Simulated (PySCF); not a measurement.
Stepwise substitution at one centre (Si Br-H). Gas-phase values, no solvent. Strings in code marks are SMILES.

Quantity: redistribution energy (mixed species minus the weighted end members), in kcal/mol.

Level 1: B3LYP/3-21G // r2SCAN-D4/def2-TZVP (PySCF)
Level 2: B3LYP/6-31G* // r2SCAN-D4/def2-TZVP (PySCF)
Level 3: M06-2X/6-31G* // r2SCAN-D4/def2-TZVP (PySCF)
Level 4: PBE/6-31G* // r2SCAN-D4/def2-TZVP (PySCF)

| species | level 2 | level 3 | level 4 |
|---|---|---|---|
| 3 of 4 Br replaced by H: `[SiH3]Br` | -0.97 | -1.04 | -0.07 |
| 1 of 4 Br replaced by H: `Br[SiH](Br)Br` | -2.08 | -1.64 | -1.46 |
| 2 of 4 Br replaced by H: `Br[SiH2]Br` | -2.08 | -1.82 | -1.07 |

Q: What does level 1 give for each, and how far do the other levels lie from it on average?

A: 
- 3 of 4 Br replaced by H: `[SiH3]Br`: 0.30
- 1 of 4 Br replaced by H: `Br[SiH](Br)Br`: -0.17
- 2 of 4 Br replaced by H: `Br[SiH2]Br`: -0.08
Mean absolute difference from level 1, which has limits of its own, over these rows (drawn at random from the members that have all these levels): level 2 1.73 kcal/mol, level 3 1.51 kcal/mol, level 4 0.88 kcal/mol.
